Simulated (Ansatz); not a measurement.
Basis-set series for C3H4O2, SMILES `O=CC1CO1`. Total charge 0; spin multiplicity 1. All single points use the PBE0-D4/def2-TZVP geometry. It is one conformer, not always the lowest.

Cartesian coordinates in Å:
```
O -2.293 0.668 -0.235
C -1.103 0.696 -0.376
C -0.146 0.019 0.535
C 1.002 -0.672 -0.065
O 1.158 0.579 0.554
H -0.616 1.234 -1.218
H -0.542 -0.322 1.488
H 1.421 -1.523 0.466
H 1.120 -0.678 -1.147
```

| functional | basis | functions | energy (Eh) | HOMO (eV) | LUMO (eV) |
| --- | --- | --- | --- | --- | --- |
| PBE0-D4 | def2-SVP | 90 | -266.61686 | -7.61 | -1.05 |
| PBE0-D4 | def2-QZVPP | 405 | -266.93985 | -7.80 | -1.28 |
| ωB97M-V | def2-SVP | 90 | -266.81017 | -10.02 | 1.32 |
| ωB97M-V | def2-QZVPP | 405 | -267.14284 | -10.23 | 0.93 |

Question: Give the rows for def2-TZVPP. (Estimate.)

Answer: Computed: 
```json
{"functional": "PBE0-D4", "basis": "def2-TZVPP", "functions": "211", "energy (Eh)": "-266.92526", "HOMO (eV)": "-7.76", "LUMO (eV)": "-1.22"}
{"functional": "ωB97M-V", "basis": "def2-TZVPP", "functions": "211", "energy (Eh)": "-267.12887", "HOMO (eV)": "-10.19", "LUMO (eV)": "1.06"}
```

Positive LUMOs are unbound and depend on the basis.
